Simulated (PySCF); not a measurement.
(chloromethyl)cyclopropane, C₄H₇Cl.
Numbering: `[Cl:1][CH2:2][CH:3]1[CH2:4][CH2:5]1` (hydrogens: H6, H7 on C2; H8 on C3; H9, H10 on C4; H11, H12 on C5)

Theory: PySCF, PBE0-D3(BJ)/def2-SVP geometry optimisation, gas phase.

**Question.** Give the optimised bond lengths and angles.

**Answer.** 
```json
{"bond": "Cl1–C2", "length (Å)": "1.796", "order": "single"}
{"bond": "C2–C3", "length (Å)": "1.495", "order": "single"}
{"bond": "C3–C4, C3–C5", "length (Å)": "1.501", "order": "single"}
{"bond": "C4–C5", "length (Å)": "1.499", "order": "single"}
{"bond": "C2–H6, C2–H7", "length (Å)": "1.099", "order": "single"}
{"bond": "C3–H8", "length (Å)": "1.095", "order": "single"}
{"bond": "C4–H9, C5–H12", "length (Å)": "1.094", "order": "single"}
{"bond": "C4–H10, C5–H11", "length (Å)": "1.093", "order": "single"}
```

Bonds in one row agree within 0.01 Å and their mean is given. Orders are formal, as drawn. A selection of angles:
```json
{"angle": "Cl1–C2–C3", "degrees": "111.8"}
{"angle": "Cl1–C2–H6", "degrees": "106.7"}
{"angle": "C3–C2–H6", "degrees": "111.2"}
{"angle": "H6–C2–H7", "degrees": "108.5"}
{"angle": "C2–C3–C4", "degrees": "119.8"}
{"angle": "C2–C3–H8", "degrees": "114.2"}
{"angle": "C4–C3–C5", "degrees": "59.9"}
{"angle": "C4–C3–H8", "degrees": "116.6"}
{"angle": "C3–C4–C5", "degrees": "60.3"}
{"angle": "C3–C4–H9", "degrees": "117.4"}
{"angle": "C3–C4–H10", "degrees": "118.0"}
{"angle": "C5–C4–H9", "degrees": "118.2"}
{"angle": "C5–C4–H10", "degrees": "118.6"}
{"angle": "H9–C4–H10", "degrees": "114.1"}
```

Torsions: Cl1–C2–C3–C4 -79° (synclinal); C2–C3–C4–C5 -108° (anticlinal); C2–C3–C5–C4 110° (anticlinal). The mirror-image conformer, all signs reversed, is as good.

Of the pairs four or more bonds apart, H6···H12 is among the closest relative to their van der Waals radii: 2.48 Å, 103 % of the sum of Bondi's values. The 3-membered ring C3–C4–C5 has internal angles of 59.8° to 60.3°.

Point group: C1 (no symmetry element, even within 0.4 Å). PBE0-D3(BJ)/def2-SVP frequencies: not computed here. The numbers are those of one conformer.
